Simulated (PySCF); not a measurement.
SMILES COC=O (PBE0/def2-SVP optimised geometry):

```
8

C      1.356    -0.598     0.000
O     -0.064    -0.598     0.000
C     -0.645     0.599     0.000
O     -0.071     1.649     0.000
H      1.747    -0.089    -0.894
H      1.665    -1.649     0.003
H      1.747    -0.084     0.890
H     -1.747     0.470     0.000
```

Level of theory: PySCF 2.14.0 with PBE0/def2-TZVP.

### Question
What are the frontier orbital energies and the dipole moment?

### Answer
HOMO-2 -10.42 eV, HOMO-1 -9.03 eV, HOMO -8.35 eV, LUMO 0.06 eV, LUMO+1 1.61 eV; dipole moment 1.93 D.

Meta-Löwdin charges at PBE0/def2-TZVP: C1 -0.14, O2 -0.32, C3 0.42, O4 -0.44, H5 0.13, H6 0.13, H7 0.13, H8 0.10.
